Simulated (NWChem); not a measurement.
## Dipole moment of CS

SMILES: [C-]#[S+]
```xyz
2

C      0.0000     0.0000     1.1192
S      0.0000     0.0000    -0.4197
```
Charge 0, spin multiplicity 1.

Program: NWChem. All single points use one geometry, from B3LYP/def2-SVP, a minimum by its harmonic frequencies.

Basis set: 6-31G*. The CCSD dipole comes from the Λ equations, without orbital relaxation.

The correlated methods keep 6 core orbitals frozen. B3LYP has NWChem's definition, with VWN1-RPA local correlation. The Pople sets run with spherical d functions. The structure started from a generated list of species. Coupled-cluster values serve here as a point of comparison, not as the truth.

**Question.** Order these methods by the dipole moment they give, lowest first: HF, PBE, BHandHLYP, CCSD.

**Answer.** HF (1.24 D), BHandHLYP (1.46 D), PBE (1.61 D), CCSD (1.83 D)
